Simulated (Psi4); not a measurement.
# A workflow on [BCl2]+ (SMILES Cl[B+]Cl)

We compute a geometry optimisation (PBEh-3c/def2-mSVP), then the harmonic vibrations, then a single-point energy (FNO-CCSD(T)/cc-pVTZ) of [BCl2]+. 

The results are computed with Psi4 1.11.

## 1. The system as given

[BCl2]+: 3 atoms, total charge +1, spin state singlet. SMILES: `Cl[B+]Cl`. The shape is that of a GFN2-xTB optimisation. The run starts from this shape.

Bond lengths: Cl1–B2 1.572 Å, B2–Cl3 1.572 Å. Angles: Cl1–B2–Cl3 179.8°.

## 2. A structure relaxation at PBEh-3c/def2-mSVP (density fitting) (run 1)

Contents of calc.dat:

```
memory 1600 mb

molecule mol {
  1 1
  Cl    -1.238380     0.766480    -0.591300
  B      0.000740     0.001360     0.000550
  Cl     1.237640    -0.767840     0.590740
}

set geom_maxiter 60

opt("pbeh-3c")
print_variables()
```

Started as:

```console
$ psi4 calc.dat calc.out -n 1
```

calc.out:

```text
[...]
  Running in cs symmetry.
[...]
  Nuclear repulsion =  105.883521863230627
[...]
  Multiplicity = 1
[...]
  Nalpha       = 19
  Nbeta        = 19
[...]
    Number of basis functions: 51
[...]
   @DF-RKS iter   1:  -943.90775565040292    4.63491e-01   2.37962e-03 ADIIS/DIIS
[...]
   @DF-RKS iter   6:  -943.91382670738653   -1.36424e-12   9.06092e-09 DIIS
[...]
    Orbital Energies [Eh]
    ---------------------
    Doubly Occupied:
       1Ap  -102.627051     2Ap  -102.626937     3Ap   -10.095253
       4Ap   -10.095186     5Ap    -7.780767     6Ap    -7.780730
       1App   -7.774929     7Ap    -7.774929     2App   -7.774911
       8Ap    -7.774911     9Ap    -7.400453    10Ap    -1.267112
      11Ap    -1.249698    12Ap    -0.850982    13Ap    -0.802835
       3App   -0.729864    14Ap    -0.729864     4App   -0.671614
      15Ap    -0.671614
[...]
  @DF-RKS Final Energy:  -943.91382670738653
   => Energetics <=
    Nuclear Repulsion Energy =            103.6415024048094153
    One-Electron Energy =               -1497.8285987690271668
    Two-Electron Energy =                 485.1007935555867334
    DFT Exchange-Correlation Energy =     -34.8275751794076598
    Empirical Dispersion Energy =           0.0000512806520414
    VV10 Nonlocal Energy =                  0.0000000000000000
    Total Energy =                       -943.9138267073865336
[...]
  -Total Gradient:
     Atom            X                  Y                   Z
    ------   -----------------  -----------------  -----------------
       1        0.000013226855    -0.000032252681     0.000000000000
       2        0.000024402897     0.000035442078     0.000000000000
       3       -0.000037821668    -0.000003529240     0.000000000000
[...]
```

On the terminal:

```text
Optimizer: Optimization complete!
```

Run time: 7.5 s. Hardware: 1 thread of Intel Xeon 6975P-C (Granite Rapids), shared host; peak memory 0.32 GiB.

Step by step:

```csv
step,energy from the first frame kept (eV),largest force (eV/Å)
0,0.0000,1.6357
1,-0.0527,0.2186
2,-0.0538,0.0187
3,-0.0538,0.0022
```

After the run. Bond lengths: Cl1–B2 1.606 Å, B2–Cl3 1.606 Å. Angles: Cl1–B2–Cl3 180.0°.

## 3. The harmonic vibrations at PBEh-3c/def2-mSVP (density fitting) (run 2)

Contents of bcl2.inp:

```
memory 1600 MB

molecule system {
  1 1
  Cl     0.000000     0.000000    -1.605788
  B      0.000000     0.000000     0.000001
  Cl     0.000000     0.000000     1.605787
  symmetry c1
}

set {
  t                          298.15
  rotational_symmetry_number 2
}

energy_value, wavefunction = frequency('pbeh-3c', return_wfn=True)
```

Started as:

```console
$ psi4 -i bcl2.inp -o bcl2.out -n 1
```

bcl2.out:

```text
[...]
  Running in c1 symmetry.
[...]
  Nuclear repulsion =  103.641504717027317
[...]
  Multiplicity = 1
[...]
  Nalpha       = 19
  Nbeta        = 19
[...]
    Number of basis functions: 51
[...]
   @DF-RKS iter   1:  -943.90859693830043    3.84789e-01   1.98938e-03 ADIIS/DIIS
[...]
   @DF-RKS iter   9:  -943.91382572995485   -6.76437e-11   4.20279e-09 DIIS
[...]
  @DF-RKS Final Energy:  -943.91382572995485
   => Energetics <=
    Nuclear Repulsion Energy =            103.6485849497723848
    One-Electron Energy =               -1497.8425153455436885
    Two-Electron Energy =                 485.1076944745099695
    DFT Exchange-Correlation Energy =     -34.8276409885093017
    Empirical Dispersion Energy =           0.0000511798158729
    VV10 Nonlocal Energy =                  0.0000000000000000
    Total Energy =                       -943.9138257299547377
[...]
  -Total Gradient:
     Atom            X                  Y                   Z
    ------   -----------------  -----------------  -----------------
       1       -0.000000000000     0.000000000000    -0.000509359191
       2        0.000000000000    -0.000000000000     0.001266052623
       3        0.000000000000     0.000000000000    -0.000756891625
[...]
  ==> Harmonic Vibrational Analysis <==
[...]
  Freq [cm^-1]                 323.9610            323.9610            583.0384
[...]
  IR activ [km/mol]            20.2995             20.2995              0.0000
[...]
  Freq [cm^-1]                1518.7811
[...]
  IR activ [km/mol]            639.7111
[...]
  Total E_0, Enthalpy at 0 [K]                                                         -943.90756236 [Eh]
[...]
  Total H, Enthalpy at  298.15 [K]                                                     -943.90330155 [Eh]
[...]
  Total G, Gibbs energy at  298.15 [K]                                                 -943.93089603 [Eh]
[...]
```

On the terminal:

```text
Warning: used thermodynamics relations inappropriate for low-frequency modes: ['323.9610' '323.9610' '583.0384']
```

Wall time 19 s (1 thread of Intel Xeon 6975P-C (Granite Rapids), shared host); peak memory 0.32 GiB.

## 4. The energy at FNO-CCSD(T)/cc-pVTZ (run 3)

Contents of bcl2.xyz:

```xyz
3
BCl2
Cl    -1.265043     0.783283    -0.603998
B     -0.000015     0.000047    -0.000006
Cl     1.264541    -0.784229     0.603613
```

Contents of bcl2.py:

```python
import psi4

psi4.set_memory(1600000000)
psi4.set_num_threads(1)
psi4.core.set_output_file('run.log', False)

with open('bcl2.xyz') as f:
    atoms = ''.join(f.readlines()[2:])
m = psi4.geometry('1 1\n' + atoms + '')

psi4.set_options({
    'basis': 'cc-pVTZ',
    'scf_type': 'pk',
    'freeze_core': True,
})

E, wfn = psi4.energy("fno-ccsd(t)", molecule=m, return_wfn=True)
print('E =', round(E, 9))
```

Started as:

```console
$ python bcl2.py
```

run.log:

```text
[...]
  Running in cs symmetry.
[...]
  Nuclear repulsion =  103.641503661183407
[...]
  Multiplicity = 1
[...]
  Nalpha       = 19
  Nbeta        = 19
[...]
    Number of basis functions: 98
[...]
   @RHF iter   1:  -943.45107214030133    2.44481e-01   3.15991e-03 DIIS/ADIIS
[...]
   @RHF iter   9:  -943.48735376067009   -1.63709e-11   6.94760e-09 DIIS
[...]
  @RHF Final Energy:  -943.48735376067009
   => Energetics <=
    Nuclear Repulsion Energy =            103.6415036611834068
    One-Electron Energy =               -1498.4571253397314194
    Two-Electron Energy =                 451.3282679178780086
    Total Energy =                       -943.4873537606699756
[...]
 Multipole Moments:
 ------------------------------------------------------------------------------------
     Multipole            Electronic (a.u.)      Nuclear  (a.u.)        Total (a.u.)
 ------------------------------------------------------------------------------------
 L = 1.  Multiply by 2.5417464519 to convert [e a0] to [Debye]
 Dipole X            :          0.0004601           -0.0001705            0.0002896
 Dipole Y            :          0.0007921           -0.0003004            0.0004917
 Dipole Z            :          0.0000000            0.0000000            0.0000000
 Magnitude           :                                                    0.0005707
[...]
      * MP2 total energy:                   -943.932098485730
[...]
      * MP2 total energy:                   -943.932098485730
[...]
      * MP3 total energy:                   -943.963408447937
[...]
      * CCSD total energy:                  -943.962235629973
[...]
      * CCSD(T) total energy                -943.985268900769
[...]
```

Standard output:

```text
E = -943.985268901
```

Wall time 19 s (1 thread of Intel Xeon 6975P-C (Granite Rapids), shared host); peak memory 0.56 GiB.

## 5. Summary of results

| quantity | value |
| --- | --- |
| run 1, PBEh-3c/def2-mSVP: total energy at the end | -943.91383 Eh |
| run 1, PBEh-3c/def2-mSVP: HOMO energy | -18.28 eV |
| run 1, PBEh-3c/def2-mSVP: LUMO energy | -7.73 eV |
| run 1, PBEh-3c/def2-mSVP: HOMO–LUMO gap | 10.54 eV |
| run 2, PBEh-3c/def2-mSVP: lowest harmonic wavenumber | 324 cm⁻¹ |
| run 2, PBEh-3c/def2-mSVP: highest harmonic wavenumber | 1519 cm⁻¹ |
| run 2, PBEh-3c/def2-mSVP: zero-point energy | 16.4 kJ/mol |
| run 2, PBEh-3c/def2-mSVP: ideal-gas entropy at 298.15 K (symmetry number 2 as used) | 58.1 cal/(mol K) |
| run 3, FNO-CCSD(T)/cc-pVTZ: total energy | -943.98527 Eh |
| run 3, FNO-CCSD(T)/cc-pVTZ: HOMO energy (Hartree–Fock orbitals) | -20.27 eV |
| run 3, FNO-CCSD(T)/cc-pVTZ: LUMO energy (Hartree–Fock orbitals) | -4.29 eV |
| run 3, FNO-CCSD(T)/cc-pVTZ: HOMO–LUMO gap (Hartree–Fock orbitals) | 15.98 eV |
| run 3, FNO-CCSD(T)/cc-pVTZ: correlation energy (11 core orbitals frozen) | -497.9 mEh |
| run 3, FNO-CCSD(T)/cc-pVTZ: (T) correction | -23.03 mEh |
| run 3, FNO-CCSD(T)/cc-pVTZ: T1 diagnostic | 0.014 |

In words: The optimisation (run 1, PBEh-3c/def2-mSVP) took 4 steps and changed the energy by -0.054 eV. All 4 modes (run 2, PBEh-3c/def2-mSVP) are real, so the shape is a minimum at this level. The triples (run 3, FNO-CCSD(T)/cc-pVTZ) make up 4.6 % of the correlation energy.
